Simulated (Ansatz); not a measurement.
Input file:

```yaml
crystal:
  periodic: [false, false, false]
  atoms:
    - {symbol: Al, position_ang: [0.000000, 0.000000, 1.945933]}
    - {symbol: Ga, position_ang: [0.000000, 0.000000, -0.362467]}
    - {symbol: H, position_ang: [0.000000, 0.000000, -1.583467]}
basis:
  gaussian: {orbitals: 6-31G}
magnetization: {spin_polarized: false, initial_magnetization: 3}
correlation: {method: sc_nevpt2, electrons: outside_noble_gas, active_space: {window: {electrons: 7, orbitals: 9}, shells: [{species: Al, l: s, shell: 3}, {species: Al, l: p, shell: 3}, {species: Ga, l: s, shell: 4}, {species: Ga, l: p, shell: 4}, {species: H, l: s, shell: 1}]}}
```

```sh
$ ansatz run in.yaml --threads 1 --pin off --events-out ev --progress --plain --max-ram 2393MiB
```

The program prints:

```
731 factors; integrals over basis functions are off by at most 1.1e-7 eV
mean field evaluation 1: about -58919.0564 eV, gradient 8.2e0 eV
mean field evaluation 2: about -58919.0996 eV, gradient 8.3e0 eV
mean field evaluation 4: about -58919.9216 eV, gradient 2.0e0 eV
mean field evaluation 8: about -58920.0348 eV, gradient 4.9e-1 eV
mean field evaluation 16: about -58920.0490 eV, gradient 3.3e-6 eV
mean field -58920.04899867 eV, -2165.2718632574 hartree, gradient 3.3e-6 eV, S^2 3.750000; 2 other end points of the search recorded, 0 dependent functions left out
reference -58920.04899867 eV, -2165.2718632574 hartree; 24, 21 occupied and 20, 23 virtual orbitals, 731 factors
state -58921.37738538 eV, -2165.3206805687 hartree
state -58921.37738538 eV, -2165.3206805687 hartree; corrected -58921.74413219 eV, -2165.3341582653 hartree
Total energy: -58921.74413219 eV, -2165.3341582653 hartree
Checks for a lower state left out: starts, orbital_swaps
```

Natural occupations: 1.9790 1.9503 1.0028 0.9794 0.9794 0.0351 0.0351 0.0295 0.0094.

For the same geometry and basis full CI lies 158.3 meV lower.

Ran on 1 thread of Arm Neoverse V2, shared host: 3.7 s wall, 0.13 GiB peak host memory.
